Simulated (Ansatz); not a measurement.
C2H, doublet: reading a ladder of total energies

Geometry: a point of a stretch scan, not a stationary point.

```xyz
3

C     0.0000    0.0000   -0.2599
C     0.0000    0.0000   -1.4601
H     0.0000    0.0000    1.7201
```

Basis 6-31G; Ansatz 0.2.0. Correlated methods freeze the noble-gas cores, which leaves 9 electrons in 18 orbitals. Prefix R: restricted or restricted open-shell reference.

Full CI is exact within this basis and frozen core; it isn't the basis-set limit.

Runs differ by some tens of microhartree through their thresholds and, for an open shell, their frozen cores, so steps under 0.03 kcal/mol mean nothing.

| level | total energy (hartree) |
| --- | --- |
| RHF | -75.918984 |
| RMP2 | -76.115317 |
| RCCSD | -76.152378 |
| RCCSD(T) | -76.162389 |
| RCCSDT | -76.162104 |
| RCCSDT(Q) | -76.163093 |
| RCCSDTQ | -76.162535 |
| full CI | -76.162689 |

Q: What is the correlation energy at full CI, and what share of it do RMP2 and RCCSD(T) recover?

A: E(corr) = -76.162689 − (-75.918984) = -0.243705 hartree = -6.632 eV. RMP2: -0.196333 / -0.243705 = 80.56 %. RCCSD(T): -0.243405 / -0.243705 = 99.88 %.

Q: By how many kcal/mol does RCCSD(T) miss full CI (1 hartree = 627.509 kcal/mol), and which steps make up the rest?

A: -76.162389 − (-76.162689) = 0.000300 hartree = 0.19 kcal/mol. Steps: RCCSDT − RCCSD(T) = 0.18, RCCSDT(Q) − RCCSDT = -0.62, RCCSDTQ − RCCSDT(Q) = 0.35, full CI − RCCSDTQ = -0.10 kcal/mol. That is within 1 kcal/mol of the reference in this basis, which itself misses far more of the correlation at the basis-set limit.
